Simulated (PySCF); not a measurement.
Gas-phase reaction: P4 + 4 H → 4 PH

Computed with PySCF and rigid-rotor harmonic-oscillator thermochemistry at 1 bar. 'Table' is the NASA 1993 thermochemical table (part measured, part estimated). † marks an energy on the PBE0/def2-TZVP geometry and frequencies; other levels use their own. 6-31G* has spherical d functions here. Open shells (unrestricted): H (multiplicity 2), PH (multiplicity 3); the rest are closed-shell singlets. B3LYP is the form with VWN-RPA correlation. The harmonic model lacks anharmonicity and excited electronic states, which grow with temperature; levels with a mode under 35 cm⁻¹ are left out. The table's entry may be an old estimate for P4, PH (not checked at source).

ΔH° and ΔS° at 298 K: table 13 kJ, 46 J/K; B3LYP/6-31G* -137 kJ, 46 J/K; HF/def2-TZVP† -330 kJ, 48 J/K; PBE/def2-SVP 34 kJ, 47 J/K.

Q: With the heat capacities included, give log10 K at 600, 1000, 1200, 1400, 1600 K for each.

A: 
```csv
T (K),table,B3LYP/6-31G*,HF/def2-TZVP†,PBE/def2-SVP
600,0.9,13.9,30.9,-0.9
1000,0.7,8.5,18.7,-0.4
1200,0.6,7.1,15.6,-0.3
1400,0.4,6.0,13.3,-0.3
1600,0.3,5.1,11.6,-0.4
```
Ten kJ in ΔG° is worth 0.87 decades in K at 600 K and 0.33 at 1600 K. Holding ΔH° and ΔS° at their 298 K values would give 2.0 (table), 6.9 (B3LYP/6-31G*), 13.3 (HF/def2-TZVP†) at 1600 K.
